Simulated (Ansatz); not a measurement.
Relaxation of H5Si (6 atoms, charge 0, multiplicity 2), to a largest force component of 0.03 eV/Å in at most 50 steps.

Theory: UKS PBE0/def2-SVP (Ansatz 0.2.0).

```xyz
6
Properties=species:S:1:pos:R:3
Si 0.000 0.000 -0.064
H 0.000 0.000 1.412
H 1.406 0.000 -0.567
H -0.702 1.217 -0.568
H -0.702 -1.217 -0.568
H 0.000 0.000 3.276
```

Task: Where does it end, and by what steps?

Result: The run converged. The force dipped under the threshold on the way, but the program's further checks kept it going. After 8 steps the energy has fallen by 0.051 eV; H6 moved furthest, 1.12 Å.

| step | energy less start (eV) | largest force component (eV/Å) | accepted |
| --- | --- | --- | --- |
| 0 | 0.0000 | 0.509 | yes |
| 1 | -0.0103 | 0.113 | yes |
| 2 | -0.0250 | 0.173 | yes |
| 3 | -0.0384 | 0.041 | yes |
| 4 | -0.0456 | 0.068 | yes |
| 5 | -0.0490 | 0.038 | yes |
| 6 | -0.0509 | 0.015 | yes |
| 7 | -0.0513 | 0.007 | yes |
| 8 | -0.0513 | 0.004 | yes |

```xyz
6
Properties=species:S:1:pos:R:3
Si 0.000 0.000 -0.295
H 0.000 0.000 1.198
H 1.408 0.000 -0.793
H -0.703 1.219 -0.793
H -0.703 -1.219 -0.793
H 0.000 0.000 4.398
```

The run took 10 s on 1 thread of Arm Neoverse V1, with other jobs on the host, peak memory 0.096 GiB.
